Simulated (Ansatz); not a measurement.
# Al(H2O)H3 (AlH₅O): trial inputs and their diagnosis

Aim: try 2 inputs for Al(H2O)H3 (AlH₅O) as typed, read how each ends, and find what has to change.

Program: Ansatz 0.2.0, Gaussian basis. Level of theory: the settings change from run to run. These are calculated values, not measurements.

## (1) The geometry

The structure was relaxed beforehand with PBE-D4 in a triple-zeta def2 set.

7 atoms, charge 0, spin multiplicity 1.

Atoms are counted from 1 here; the program's logs count them from 0.

Bond lengths: Al1–O2 2.063 Å, Al1–H5 1.600 Å, Al1–H6 1.612 Å, Al1–H7 1.611 Å, O2–H3 0.975 Å, O2–H4 0.975 Å. Angles: O2–Al1–H5 102.6°, O2–Al1–H6 96.2°, O2–Al1–H7 94.3°, H5–Al1–H6 118.0°, H5–Al1–H7 119.0°, H6–Al1–H7 117.6°, Al1–O2–H3 108.1°, Al1–O2–H4 111.0°, H3–O2–H4 106.8°.

As a file:

```mol
AlH5O
  3D, bonds by distance, orders not assigned

  7  6  0  0  0  0  0  0  0  0999 V2000
    0.1176   -0.0776   -0.8862 Al  0  0
    0.1750    0.0001    1.1746 O   0  0
   -0.5320   -0.5764    1.5189 H   0  0
   -0.0151    0.9009    1.4949 H   0  0
    1.6599   -0.2585   -1.2727 H   0  0
   -0.5512    1.3734   -1.0978 H   0  0
   -0.8542   -1.3619   -0.9317 H   0  0
  1  2  8  0
  1  5  8  0
  1  6  8  0
  1  7  8  0
  2  3  8  0
  2  4  8  0
M  END
```

## (2) Input 1

File in.yaml:

```yaml
crystal:
  periodic: [false, false, false]
  atoms:
    - {symbol: Al, position_ang: [-0.031623, -0.230239, -0.888693]}
    - {symbol: O, position_ang: [0.155700, 0.046558, 1.178906]}
    - {symbol: H, position_ang: [-0.547847, -0.752858, 1.673824]}
    - {symbol: H, position_ang: [0.086885, 0.892176, 1.480885]}
    - {symbol: H, position_ang: [1.701155, -0.366133, -1.209359]}
    - {symbol: H, position_ang: [-0.480029, 1.258912, -1.138475]}
    - {symbol: H, position_ang: [-0.814039, -1.481007, -0.872300]}
basis:
  gaussian: {orbitals: STO-3G}
hamiltonian: {xc: {name: BHLYP}, dispersion: d4}
relax: {f_tol: 0.0001, max_steps: 1}
output: {forces: true}
```

The run is started by

```bash
> ansatz run in.yaml --threads 4 --pin off --events-out ev --progress --plain --max-ram 3916MiB
```

Standard output:

```text
Functional definition: BHLYP
  name "BHLYP"
  cite "Becke, J. Chem. Phys. 98, 1372 (1993) doi:10.1063/1.464304"
  cite "Becke, Phys. Rev. A 38, 3098 (1988) doi:10.1103/PhysRevA.38.3098"
  cite "Lee, Yang & Parr, Phys. Rev. B 37, 785 (1988) doi:10.1103/PhysRevB.37.785"
  parameter a = 0.5
  exchange = (1 - a)*b88_x + a*exact_x
  correlation = lyp_c
250 factors; integrals over basis functions are off by at most 9.7e-6 eV
mean field evaluation 1: about -8612.4520 eV, gradient 1.7e1 eV
mean field evaluation 2: about -8613.4427 eV, gradient 8.2e0 eV
mean field evaluation 4: about -8613.6551 eV, gradient 3.5e-1 eV
mean field evaluation 8: about -8613.6457 eV, gradient 2.1e-3 eV
mean field -8613.64571384 eV, -316.5456414450 hartree, gradient 4.4e-5 eV, S^2 0.000000; 0 other end points of the search recorded, 0 dependent functions left out
the calculation of the forces begins
reference -8613.64582705 eV, -316.5456456053 hartree; 13, 13 occupied and 6, 6 virtual orbitals, 250 factors
relax step   1: F+E_penalty+E_count = -8613.73321482 eV  Δ(F+E_penalty+E_count) = +0.000e0 eV  max|allowed force component| = 1.277e1 eV/Å  Δτ_max = 0.0000 Å  (19 SCF iters, accepted)
Error: geometry relaxation did not converge after 1 steps: max|allowed force component| = 1.28e1 eV/Å (threshold 1.0e-4). Raise `relax.max_steps` over both its present limit and 1, loosen `relax.f_tol`, or start from a geometry closer to equilibrium. Where this run's directory can be resumed (`checkpoint.write`), a resume goes on for up to `relax.max_steps` more
```

Wall time 0.25 s (4 threads of Arm Neoverse V1, shared host).

**Diagnosis.** It stopped unconverged. The relaxation is allowed too few steps for its threshold. The start was also shaken off the relaxed geometry, so there is far to go. Cure: raise relax.max_steps.

## (3) Input 2

File in.yaml:

```yaml
crystal:
  periodic: [false, false, false]
  atoms:
    - {symbol: Al, position_ang: [0.427422, 0.018531, -0.702262]}
    - {symbol: O, position_ang: [0.344268, 0.216787, 1.268913]}
    - {symbol: H, position_ang: [-0.712137, -0.517420, 1.506955]}
    - {symbol: H, position_ang: [-0.128554, 0.872351, 1.370426]}
    - {symbol: H, position_ang: [1.729799, -0.223480, -1.246616]}
    - {symbol: H, position_ang: [-0.449608, 1.466609, -1.044787]}
    - {symbol: H, position_ang: [-1.010648, -1.341656, -0.928522]}
basis:
  gaussian: {orbitals: def2-TZVP}
hamiltonian: {xc: {name: M06-2X}, dispersion: d4}
scf: {omitted_lower_state_checks: [starts]}
```

The command is unchanged.

Standard output:

```text
Error: YAML parse error: error: line 13 column 19: hamiltonian.xc: no functional is named "M06-2X"; the names, which are not case-sensitive, are SVWN5, SPW92, PBE, PBE0, PBEsol, revPBE, revPBE0, RPBE, rPW86-PBE, HSE06, wPBEh, LC-wPBE, HISS, HF, BLYP, B3LYP, B3LYP5, BHLYP, CAM-B3LYP, r2SCAN, r2SCANh, r2SCAN0, r2SCAN50, m-r2SCAN, B97, wB97, wB97X, wB97X-V, B97M-V, wB97M-V, B2PLYP, B2GP-PLYP, PBE0-DH, PBE-QIDH
  --> <input>:13:19
   |
11 | basis:
12 |   gaussian: {orbitals: def2-TZVP}
13 | hamiltonian: {xc: {name: M06-2X}, dispersion: d4}
   |                   ^ hamiltonian.xc: no functional is named "M06-2X"; the names, which are not case-sensitive, are SVWN5, SPW92, PBE, PBE0, PBEsol, revPBE, revPBE0, RPBE, rPW86-PBE, HSE06, wPBEh, LC-wPBE, HISS, HF, BLYP, B3LYP, B3LYP5, BHLYP, CAM-B3LYP, r2SCAN, r2SCANh, r2SCAN0, r2SCAN50, m-r2SCAN, B97, wB97, wB97X, wB97X-V, B97M-V, wB97M-V, B2PLYP, B2GP-PLYP, PBE0-DH, PBE-QIDH
14 | scf: {omitted_lower_state_checks: [starts]}
   |
```

It took 0.05 s on 4 threads of Arm Neoverse V1, shared host.

**Diagnosis.** Refused before any calculation. The method's name isn't one that the program takes here. Its coordinates are also moved off the relaxed structure. Cure: name a functional that the program knows.

## (4) How the tries ended

```tsv
input	level	ended	cause	time
1	BHLYP/STO-3G	not converged	the relaxation is allowed too few steps for its threshold	0.25 s
2	M06-2X/def2-TZVP	refused	the method's name isn't one that the program takes here	0.05 s
```

**Reading.** 1 not converged, 1 refused. A refusal costs next to no computing time.
